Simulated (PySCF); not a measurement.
Order these species by their calculated properties.

All species are isolated and taken at one optimised geometry (atoms past krypton carry core potentials, spin–orbit coupling is left out); the electronic structure was computed with PySCF and density fitting.

Dipoles, sizes and rotational constants follow the conformer. The torsions of the flexible species, by atom-mapped SMILES:
- `[CH:1]#[C:2][C:3]#[C:4][GeH2:5][O:6][SiH3:7]`: C4–Ge5–O6–Si7 39°
- `[CH3:1][O:2][C:3]1([F:4])[CH2:5][C:6]2([CH2:7][CH2:8][CH2:9]2)[CH2:10]1`: C1–O2–C3–F4 -64°
- `[CH:1]#[C:2][SiH2:3][NH2:4]`: H–N4–Si3–C2 -70°, H–N4–Si3–C2 69°
- `[PH3+:1][BH2-:2][c:3]1[cH:4][cH:5][n:6][cH:7][cH:8]1`: P1–B2–C3–C4 89°
- `[F:1][CH2:2][c:3]1[cH:4][n:5][cH:6][n:7]1[SiH3:8]`: F1–C2–C3–C4 132°
- `[CH3:1][CH:2]([CH3:3])[CH:4]([F:5])[F:6]`: C1–C2–C4–F5 -177°

The conformers of `B1NBN(C2CC2)BN1` aren't listed.

Question: Rank by dipole moment, lowest first (B3LYP/def2-SVPD at PBE0-D3(BJ)/def2-SVP geometries).
A. `C#CC#[C][GeH2][O][SiH3]`
B. `[Cl][Cu]`
C. `COC1(F)CC2(CCC2)C1`
D. `[CH3][Sn]([CH3])([CH3])[SiH3]`

Answer: D (0.87 D), A (1.35 D), C (1.68 D), B (5.44 D).

Question: Rank by HOMO–LUMO gap, highest first (B3LYP/def2-SVPD at PBE0-D3(BJ)/def2-SVP geometries).
A. `COC1(F)CC2(CCC2)C1`
B. `B1NBN(C2CC2)BN1`
C. `[CH3][Sn]([CH3])([CH3])[SiH3]`
D. `[Cl][Cu]`
E. `C#CC#[C][GeH2][O][SiH3]`

Answer: A (8.09 eV), B (7.20 eV), C (7.01 eV), E (5.70 eV), D (3.85 eV).

Question: Give the two extremes of that set in kcal/mol.

Answer: `[Cl][Cu]`: 89 kcal/mol; `COC1(F)CC2(CCC2)C1`: 187 kcal/mol.

Question: Rank by lowest singlet excitation, highest first (TDDFT B3LYP/def2-SVPD at PBE0-D3(BJ)/def2-SVP geometries).
A. `[CH3][Sn]([CH3])([CH3])[SiH3]`
B. `[Cl][Cu]`
C. `C#CC#[C][GeH2][O][SiH3]`
D. `COC1(F)CC2(CCC2)C1`

Answer: D (7.25 eV), A (6.26 eV), C (4.33 eV), B (2.47 eV).

Question: Give the two extremes of that set as wavelengths.

Answer: `[Cl][Cu]`: 501 nm; `COC1(F)CC2(CCC2)C1`: 171 nm.

Question: Rank by static isotropic polarisability, lowest first (B3LYP/def2-SVPD at PBE0-D3(BJ)/def2-SVP geometries).
A. `[Cl][Cu]`
B. `COC1(F)CC2(CCC2)C1`
C. `B1NBN(C2CC2)BN1`
D. `[CH3][Sn]([CH3])([CH3])[SiH3]`

Answer: A (37.4 au), C (94.5 au), B (96.6 au), D (114.8 au).

Question: By how much do the two ends of that ranking differ?

Answer: By 77.4 au, between `[CH3][Sn]([CH3])([CH3])[SiH3]` and `[Cl][Cu]`.

Question: Rank by HOMO energy, highest first (B3LYP/def2-SVPD at PBE0-D3(BJ)/def2-SVP geometries).
A. `C#CC#[C][GeH2][O][SiH3]`
B. `[CH3][Sn]([CH3])([CH3])[SiH3]`
C. `B1N(C2CC2)BNBN1`
D. `COC1(F)CC2(CCC2)C1`

Answer: B (-7.13 eV), C (-7.27 eV), A (-7.47 eV), D (-7.68 eV).

Question: By how much do the two ends of that ranking differ?

Answer: By 0.55 eV, between `[CH3][Sn]([CH3])([CH3])[SiH3]` and `COC1(F)CC2(CCC2)C1`.

Question: Rank by smallest rotational constant, highest first (PBE0-D3(BJ)/def2-SVP).
A. `C1C2(CCC2)CC1(OC)F`
B. `CC(C)C(F)F`
C. `C#CC#[C][GeH2][O][SiH3]`
D. `[Cl][Cu]`
E. `FCc1cncn1[SiH3]`
F. `CC#[C][GeH2][Cl]`
G. `[PH3+][BH2-]C1=CC=NC=C1`
H. `C#C[SiH2]N`

Answer: D (5.180 GHz), H (2.823 GHz), B (2.381 GHz), E (1.037 GHz), F (0.932 GHz), G (0.873 GHz), A (0.759 GHz), C (0.538 GHz).
